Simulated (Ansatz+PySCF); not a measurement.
Values are calculated unless marked as measured or tabulated.
A run of Ansatz (development build ahead of 0.2.0) on doublet C₂H₃O₂ at this shape:

```xyz
7

C     0.0000   -0.1277   -1.0719
C     0.0000    0.2989    0.3085
O     0.0000   -0.7461    1.1821
H     0.0000   -0.3576    2.0686
H     0.0000   -1.1767   -1.3325
H     0.0000    0.6327   -1.8389
O     0.0000    1.4764    0.6841
```

Its results:

* Converged: yes
* Reference energy: -227.27298 hartree
* Correlation energy: -0.75971 hartree
* Total energy: -228.03269 hartree
* Spin squared of the determinant: 0.818
* Stability test: minimum
* Occupied orbitals by symmetry in an Abelian subgroup (alpha; beta): 13 A' 3 A''; 13 A' 2 A''

Forces (eV/Å):
```
atom     Fx      Fy      Fz
  C1  0.000  -0.400  -0.718
  C2  0.000   2.610   2.213
  O3  0.000   0.362  -0.802
  H4  0.000   0.187  -0.063
  H5  0.000   0.174   0.077
  H6  0.000  -0.105   0.192
  O7  0.000  -2.828  -0.900
```

(1) Which input gives this output? Name the method, the orbitals and the basis set, and write the input.

Results:

(1) UHF-MP2 in cc-pVTZ.

```yaml
crystal:
  periodic: [false, false, false]
  atoms:
    - { symbol: C, position_ang: [0.0, -0.12767, -1.07195] }
    - { symbol: C, position_ang: [0.0, 0.29893, 0.30855] }
    - { symbol: O, position_ang: [0.0, -0.7461, 1.18208] }
    - { symbol: H, position_ang: [0.0, -0.35758, 2.06861] }
    - { symbol: H, position_ang: [0.0, -1.17673, -1.33251] }
    - { symbol: H, position_ang: [0.0, 0.63274, -1.83885] }
    - { symbol: O, position_ang: [0.0, 1.4764, 0.68407] }
basis:
  gaussian: { orbitals: cc-pVTZ }
magnetization:
  spin_polarized: true
  initial_magnetization: 1
hamiltonian:
  xc: hf
correlation:
  method: mp2
  frozen_orbitals: { C: 1, H: 0, O: 1 }
output:
  forces: true
```
